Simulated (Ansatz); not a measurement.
**O–CH$_{3}$, quartet: the ladder up to UCCSDT(Q)**

Geometry: that of the O–CH3, doublet, kept fixed. The doublet lies 8.0 eV lower here.

```xyz
5

O     0.0000    0.0011    0.6951
C     0.0000    0.0094   -0.6608
H     0.8686   -0.5694   -1.0215
H     0.0000    1.0088   -1.1162
H    -0.8686   -0.5694   -1.0215
```

Basis cc-pVDZ; Ansatz 0.2.0. Only valence electrons are correlated (noble-gas cores frozen), which leaves 13 electrons in 41 orbitals. R marks a restricted (for open shells ROHF) determinant, U an unrestricted one. Active spaces: valence = (13e, 11o) chosen from the atoms' valence shells.

Full CI isn't at hand for all of this; UCCSDT(Q) serves as the reference, and is uncertain by about the last step of the cluster series. The frozen core follows each run's orbitals, which can shift R against U totals by a few meV.

For open shells CISD is restricted-active-space CI with the open shells as a complete middle space.

* UHF ⟨S²⟩: 3.784
* T1 diagnostic (RCCSD): 0.0557
* largest doubles amplitude (RCCSD): 0.063
* T1 diagnostic (UCCSD): 0.0447

```csv
level,E − E(RHF) (eV)
UHF,-0.3878
RMP2,-8.0169
UMP2,-8.0522
RCCSD,-9.1161
UCCSD,-9.1223
RCCSD(T),-9.4282
UCCSD(T),-9.4250
```

Estimate how far UCCSDT(Q) in cc-pVDZ lies from RCCSD(T). The table doesn't fix it; the size of (T) and the diagnostics are the guide.

UCCSDT(Q) in cc-pVDZ lies 6.4 kJ/mol below RCCSD(T), which is 21 % of the (T) step (-30.1 kJ/mol). T1 is raised, but (T) still catches most of what CCSD lacks. The miss exceeds 1 kcal/mol.

The other levels:

| level | E − E(UCCSDT(Q)) (kJ/mol) | share of correlation (%) | wall time |
| --- | --- | --- | --- |
| CISD | 110.5 | 87.94 | 12 s |
| BCCD(T) | 7.1 | 99.23 | 6 s |
| RCCSDT | 2.7 | 99.71 | – |
| UCCSDT | 2.7 | 99.71 | – |
| RCCSDT(Q) | 0.5 | 99.94 | 46 s |
| CASSCF (valence space) | 662.2 | 27.72 | – |
| NEVPT2 (valence space) | 123.9 | 86.47 | 9 s |
| MRCISD (valence space) | 53.0 | 94.22 | – |
| MRCISD+Q (valence space) | 9.0 | 99.02 | 14 s |

The correlation energy at UCCSDT(Q), counted from RHF, is -9.495 eV. That run took 37 s on 1 thread of Arm Neoverse V2, shared host.

Times hold each run's SCF and search for its determinant on a shared host, so for small cases they say little of a method's own cost; they ran on 1 thread of Arm Neoverse V2.

Natural occupations of CASSCF (valence space) about the gap: 1.966 1.965 1.963 1.019 1.017 0.998 0.037 0.024 0.022; effectively unpaired electrons, Σ n²(2−n)², 3.02.
